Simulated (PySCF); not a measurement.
Run record: geometry optimisation, `B#N` (BN) [triplet].

Method: PBE0-D3(BJ)/def2-SVP geometry optimisation, gas phase (PySCF 2.14.0). Start geometry: GFN2-xTB. The input is one job of a driver script: a line of settings, then coordinates in Å.

Input:
```
{"job": {"xc": "PBE0", "basis": "def2-SVP", "d3": "d3bj", "grid": 1, "kind": "geom"}, "charge": 0, "multiplicity": 3}
B      0.636860    -0.006420    -0.004920
N     -0.631350     0.008960    -0.023380
```

Output:
```
step   0  E = -79.24519183  max force = 0.066268
step   1  E = -79.24808844  max force = 0.003720
step   2  E = -79.24809925  max force = 0.000518
step   3  E = -79.24809946  max force = 0.000002
optimisation converged
```

Energies in Eh; «max force» is the largest Cartesian gradient component in Eh/bohr.

Question: How much energy does the optimisation release, in kcal/mol?

Answer: E(step 0) − E(last step) = 0.002908 Eh, which is 1.8 kcal/mol.

Main results: final energy -79.24810 Eh after 3 steps; dipole 1.95 D.

Question: Give the final coordinates.

Answer: 0.024 Å rms from the input after alignment:
```
atom  x, y, z in Å
B1     0.6613   -0.0067   -0.0044
N2    -0.6558    0.0093   -0.0239
```

Time: 2.0 s. Hardware: x86-64 server, one thread (shared host).
Labels such as C1 count atoms from 1, the log's own numbers from 0.
